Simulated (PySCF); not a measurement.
Compound: CH3BO.
Cartesian coordinates in Å at the PBE0-D3(BJ)/def2-TZVP level; atoms count from 1:
```
atom  x, y, z in Å
C1    -0.483   -0.085    0.145
B2     0.963    0.148   -0.291
O3     2.103    0.330   -0.635
H4    -1.174    0.358   -0.575
H5    -0.695   -1.153    0.215
H6    -0.666    0.369    1.121
```

The closed-shell ground state was solved at several levels (PySCF, density fitting, gas phase, non-relativistic). Isolated species at its PBE0-D3(BJ)/def2-TZVP geometry, gas phase.

```json
{"level": "PBE0/aug-cc-pVTZ", "basis functions": "207", "total energy (Eh)": "-139.9308", "HOMO (eV)": "-9.73", "LUMO (eV)": "-0.40", "gap (eV)": "9.33", "dipole (D)": "3.77"}
{"level": "CAM-B3LYP/aug-cc-pVTZ", "basis functions": "207", "total energy (Eh)": "-140.0376", "HOMO (eV)": "-11.24", "LUMO (eV)": "-0.05", "gap (eV)": "11.19", "dipole (D)": "3.81"}
{"level": "wB97X-D/aug-cc-pVTZ", "basis functions": "207", "total energy (Eh)": "-140.0537", "HOMO (eV)": "-11.67", "LUMO (eV)": "0.58", "gap (eV)": "12.25", "dipole (D)": "3.79"}
```

(1) Estimate the row for PBE0/pcSseg-2, a basis of 150 functions; the other rows only guide the guess.

(2) Over all these levels, which gives the widest orbital gap and which the narrowest?

(3) How far do the dipole and the HOMO energy spread over the levels?

## Answers

(1) Total energy -139.9348 Eh, HOMO -9.74 eV, LUMO 0.14 eV, gap 9.88 eV, dipole 3.76 D.

(2) wB97X-D/aug-cc-pVTZ (range-separated hybrid) has the widest, 12.25 eV, and PBE0/aug-cc-pVTZ (global hybrid, 25 % exact exchange) the narrowest, 9.33 eV. The two share the basis. From the narrowest to the widest the HOMO moves by -1.94 eV and the LUMO by +0.98 eV.

(3) The dipole runs from 3.76 to 3.81 D (mean 3.78 D) and the HOMO from -11.67 to -9.73 eV.

The pairwise dispersion term of wB97X-D wasn't added to the energies; at a given geometry it leaves orbitals and properties as they are.
